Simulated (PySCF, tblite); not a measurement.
**carbonic acid cation, cis-cis conformer (CH2O3+) (doublet): geometry, infrared bands and EPR parameters**

Aim: predict the infrared bands and EPR parameters of carbonic acid cation, cis-cis conformer (CH2O3+) (doublet) (`[O+]=C(O)O`).

The runs use tblite 0.8.0 and PySCF 2.14.0, with density-fitted response routines of our own; the level of theory stands in each step. All values are computed, except where a source is named. Atoms are numbered from 0 throughout.

### Step 1. The starting structure

6 atoms, charge 1, multiplicity 2; geometry from: force field or distance geometry start.

Bonds of the start (Å): O0–C1 1.21, C1–O2 1.35, C1–O3 1.33, O2–H4 0.97, O3–H5 0.97.

### Step 2. Optimising the geometry with GFN2-xTB

Job settings and geometry (Å):

```
{"job": {"kind": "relax", "xc": "GFN2-xTB", "basis": "xTB"}, "charge": 1, "multiplicity": 2}
O     -0.009400     1.291200     0.167300
C     -0.006600     0.095700     0.000600
O      1.111900    -0.655600    -0.057000
O     -1.086400    -0.666800    -0.125700
H      1.831400    -0.013100     0.049200
H     -1.837700    -0.049400    -0.056000
```

Launch:

```sh
> OMP_NUM_THREADS=1 python probes_run.py task.json out
```

One launch serves the whole session: the jobs run in the order shown.

**Question.** This job is followed by: GFN2-xTB harmonic vibrations, gas phase; PBE0-D3(BJ)/def2-SVP geometry optimisation, gas phase; UKS B3LYP, IGLO-III on C O, pcH-1 on H, non-relativistic, mean-field spin-orbit, GIAO. What will the session give for the following? strongest single infrared mode (GFN2-xTB); zero-point energy (GFN2-xTB); point group; rotational constants (main isotopes); g(iso) (B3LYP); ⟨S²⟩; largest a(iso) (averaged by class).

**Answer**, as computed:

```
                                 quantity                   value
strongest single infrared mode (GFN2-xTB)   3176 cm⁻¹, 516 km/mol
             zero-point energy (GFN2-xTB)           21.1 kcal/mol
                              point group                     C2v
     rotational constants (main isotopes)  12.66, 11.19, 5.94 GHz
                           g(iso) (B3LYP)                 2.01080
                                     ⟨S²⟩      0.754 (exact 0.75)
       largest a(iso) (averaged by class)    13C on C1, -45.2 MHz
```

What this shows: Over 26 steps the energy fell by 0.412 eV; of the close pairs, C1–O3 changed most, 1.328 to 1.258 Å (GFN2-xTB). All 12 modes are real, so the xTB geometry is a minimum. The strongest single mode, at 3176 cm⁻¹, moves mainly H4. GFN2-xTB is a fitted tight-binding method: band positions and strengths are rough. Its intensities can rank the bands wrongly. Over 6 steps the energy fell by 0.340 eV; of the close pairs, O0–C1 changed most, 1.220 to 1.276 Å (PBE0/def2-SVP). No frequency check was run at this level, so the end point may be a saddle. Most of the unpaired spin sits on O0 (0.94 e). The isotropic g lies 8.5 ppt above the free-electron value.
